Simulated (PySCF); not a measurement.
PySCF input (M06-2X/6-311+G**):

```python
from pyscf import gto, dft

mol = gto.M(
    atom='''
    C     0.76790855    1.82364016   -0.04391624
    C     0.62963155    0.35318691    0.11098407
    C    -0.69356052   -0.31211522   -0.02058613
    C    -0.62001186   -1.83764647   -0.04651647
    H     1.81220535    2.13398295   -0.09839861
    H    -1.61297326   -2.28227293   -0.13047803
    H     0.31242600    2.36960137    0.79757930
    H     0.25812005    2.18196566   -0.94536723
    H    -0.15856476   -2.22048302    0.86655326
    H    -0.02182378   -2.18418515   -0.89153036
    H     1.45672822   -0.21521369    0.52070677
    H    -1.19731332    0.05244074   -0.92589008
    H    -1.35261093    0.00177164    0.80703374
    ''',
    basis='6-311+g**',
    charge=0,
    spin=1,
    verbose=4,
)

mf = dft.UKS(mol, xc='m062x').density_fit(auxbasis='def2-universal-jkfit')
mf.grids.level = 4
mf.conv_tol = 1e-9
mf.max_cycle = 100
mf.max_memory = 1500
mf.kernel()
if not mf.converged:
    mf = mf.newton()
    mf.kernel(mf.make_rdm1())
mo, _, stable, _ = mf.stability(return_status=True)
if not stable:
    mf.kernel(mf.make_rdm1(mo, mf.mo_occ))
    stable = mf.stability(return_status=True)[2]
mf.dip_moment()
```

Output:

```
PySCF version 2.14.0

[INPUT] verbose = 4
[INPUT] num. atoms = 13
[INPUT] num. electrons = 33
[INPUT] charge = 0
[INPUT] spin (= nelec alpha-beta = 2S) = 1
[INPUT] symmetry False subgroup None
[INPUT] Mole.unit = angstrom
[INPUT] Symbol           X                Y                Z      unit          X                Y                Z       unit  Magmom
[INPUT]  1 C      0.767908550000   1.823640160000  -0.043916240000 AA    1.451136848212   3.446180452158  -0.082989666021 Bohr   0.0
[INPUT]  2 C      0.629631550000   0.353186910000   0.110984070000 AA    1.189831188885   0.667426530681   0.209729496490 Bohr   0.0
[INPUT]  3 C     -0.693560520000  -0.312115220000  -0.020586130000 AA   -1.310639433611  -0.589812285108  -0.038902147665 Bohr   0.0
[INPUT]  4 C     -0.620011860000  -1.837646470000  -0.046516470000 AA   -1.171652609382  -3.472648542074  -0.087903388582 Bohr   0.0
[INPUT]  5 H      1.812205350000   2.133982950000  -0.098398610000 AA    3.424571792972   4.032643329991  -0.185946423938 Bohr   0.0
[INPUT]  6 H     -1.612973260000  -2.282272930000  -0.130478030000 AA   -3.048077707647  -4.312870779209  -0.246567741973 Bohr   0.0
[INPUT]  7 H      0.312426000000   2.369601370000   0.797579300000 AA    0.590399574193   4.477897613694   1.507206439622 Bohr   0.0
[INPUT]  8 H      0.258120050000   2.181965660000  -0.945367230000 AA    0.487776201759   4.123317510606  -1.786485151839 Bohr   0.0
[INPUT]  9 H     -0.158564760000  -2.220483020000   0.866553260000 AA   -0.299643969407  -4.196104772047   1.637548333749 Bohr   0.0
[INPUT] 10 H     -0.021823780000  -2.184185150000  -0.891530360000 AA   -0.041240967203  -4.127511738842  -1.684748212135 Bohr   0.0
[INPUT] 11 H      1.456728220000  -0.215213690000   0.520706770000 AA    2.752817373725  -0.406694932357   0.983993186507 Bohr   0.0
[INPUT] 12 H     -1.197313320000   0.052440740000  -0.925890080000 AA   -2.262594260094   0.099098636370  -1.749678672652 Bohr   0.0
[INPUT] 13 H     -1.352610930000   0.001771640000   0.807033740000 AA   -2.556064210793   0.003347914391   1.525072741883 Bohr   0.0

nuclear repulsion = 122.338355004472
number of shells = 76
number of NR pGTOs = 212
number of NR cGTOs = 142
basis = 6-311+g**
ecp = {}

******** <class 'pyscf.df.df_jk.DFUKS'> ********
method = DFUKS
initial guess = minao
damping factor = 0
level_shift factor = 0
DIIS = <class 'pyscf.scf.diis.CDIIS'>
diis_start_cycle = 1
diis_space = 8
diis_damp = 0
SCF conv_tol = 1e-09
SCF conv_tol_grad = None
SCF max_cycles = 100
direct_scf = False
number electrons alpha = 17  beta = 16
XC library pyscf.dft.libxc version 7.1.2
    S. Lehtola, C. Steigemann, M. J. T. Oliveira, and M. A. L. Marques,  SoftwareX 7, 1–5 (2018)
XC functionals = m062x
    Y. Zhao and D. G. Truhlar,  Theor. Chem. Acc. 120, 215 (2008)
    Y. Zhao and D. G. Truhlar,  Theor. Chem. Acc. 120, 215 (2008)
radial grids:
    Treutler-Ahlrichs [JCP 102, 346 (1995); DOI:10.1063/1.469408] (M4) radial grids

becke partition: Becke, JCP 88, 2547 (1988); DOI:10.1063/1.454033
pruning grids: <function nwchem_prune>
grids dens level: 4
symmetrized grids: False
atomic radii adjust function: <function treutler_atomic_radii_adjust>
small_rho_cutoff = 0
Set gradient conv threshold to 3.16228e-05
tot grids = 255808
******** <class 'pyscf.df.df.DF'> ********
auxbasis = def2-universal-jkfit
init E= -158.034934315614
  alpha nocc = 17  HOMO = -0.147782639711401  LUMO = 0.00463001887917478
  beta  nocc = 16  HOMO = -0.377473206155625  LUMO = -0.147782639711405

WARN: HOMO -0.147782639711401 >= LUMO -0.147782639711405

cycle= 1 E= -157.714301149696  delta_E= 0.321  |g|= 0.191  |ddm|= 1.94
  alpha nocc = 17  HOMO = -0.201341466683928  LUMO = 0.0220293523206063
  beta  nocc = 16  HOMO = -0.356758572237645  LUMO = -2.48124950232501e-05
  HOMO = -0.201341466684  LUMO = -2.48124950233e-05  gap/eV = 5.47811
cycle= 2 E= -157.72860669775  delta_E= -0.0143  |g|= 0.135  |ddm|= 0.405
  alpha nocc = 17  HOMO = -0.233593212875792  LUMO = 0.0173430807446568
  beta  nocc = 16  HOMO = -0.396768570528807  LUMO = -0.0188627782979758
  HOMO = -0.233593212876  LUMO = -0.018862778298  gap/eV = 5.84311
cycle= 3 E= -157.738159330299  delta_E= -0.00955  |g|= 0.0254  |ddm|= 0.237
  alpha nocc = 17  HOMO = -0.232450941874362  LUMO = 0.0186397007376678
  beta  nocc = 16  HOMO = -0.391993245910133  LUMO = -0.0108583295398716
  HOMO = -0.232450941874  LUMO = -0.0108583295399  gap/eV = 6.02984
cycle= 4 E= -157.738726071454  delta_E= -0.000567  |g|= 0.00624  |ddm|= 0.0506
  alpha nocc = 17  HOMO = -0.234501928026756  LUMO = 0.0186495190331757
  beta  nocc = 16  HOMO = -0.392734724125885  LUMO = -0.0102800352660957
  HOMO = -0.234501928027  LUMO = -0.0102800352661  gap/eV = 6.10139
cycle= 5 E= -157.738767485479  delta_E= -4.14e-05  |g|= 0.00396  |ddm|= 0.0176
  alpha nocc = 17  HOMO = -0.234557318548685  LUMO = 0.0187463874422062
  beta  nocc = 16  HOMO = -0.392324561656021  LUMO = -0.00951080939038462
  HOMO = -0.234557318549  LUMO = -0.00951080939038  gap/eV = 6.12383
cycle= 6 E= -157.738779320789  delta_E= -1.18e-05  |g|= 0.000751  |ddm|= 0.00655
  alpha nocc = 17  HOMO = -0.234749556886563  LUMO = 0.0187598968186631
  beta  nocc = 16  HOMO = -0.39240156442575  LUMO = -0.00945463880764308
  HOMO = -0.234749556887  LUMO = -0.00945463880764  gap/eV = 6.13059
cycle= 7 E= -157.738779969243  delta_E= -6.48e-07  |g|= 0.000187  |ddm|= 0.00226
  alpha nocc = 17  HOMO = -0.234796496199468  LUMO = 0.0187577479658222
  beta  nocc = 16  HOMO = -0.392398048703198  LUMO = -0.00945667153443353
  HOMO = -0.234796496199  LUMO = -0.00945667153443  gap/eV = 6.13181
cycle= 8 E= -157.738780001032  delta_E= -3.18e-08  |g|= 7.12e-05  |ddm|= 0.000548
  alpha nocc = 17  HOMO = -0.234779340392638  LUMO = 0.0187609324555432
  beta  nocc = 16  HOMO = -0.392389251105735  LUMO = -0.00944304021358278
  HOMO = -0.234779340393  LUMO = -0.00944304021358  gap/eV = 6.13171
cycle= 9 E= -157.738780004671  delta_E= -3.64e-09  |g|= 2.59e-05  |ddm|= 0.000202
  alpha nocc = 17  HOMO = -0.234783065367623  LUMO = 0.018761490183116
  beta  nocc = 16  HOMO = -0.392388893690588  LUMO = -0.00944556372552796
  HOMO = -0.234783065368  LUMO = -0.00944556372553  gap/eV = 6.13175
cycle= 10 E= -157.73878000521  delta_E= -5.39e-10  |g|= 6.58e-06  |ddm|= 0.000109
  alpha nocc = 17  HOMO = -0.234781440181713  LUMO = 0.0187615907364797
  beta  nocc = 16  HOMO = -0.392388729954617  LUMO = -0.00944418267706126
  HOMO = -0.234781440182  LUMO = -0.00944418267706  gap/eV = 6.13174
Extra cycle  E= -157.738780005242  delta_E= -3.21e-11  |g|= 4.35e-06  |ddm|= 1.94e-05
converged SCF energy = -157.738780005242  <S^2> = 0.75515921  2S+1 = 2.0051526
uhf_internal: lowest eigs of H = [0.34990199 0.38765179 0.3937156 ]
<class 'pyscf.df.df_jk.DFUKS'> wavefunction is stable in the internal stability analysis
Dipole moment(X, Y, Z, Debye): -0.17599,  0.14384,  0.13226
```
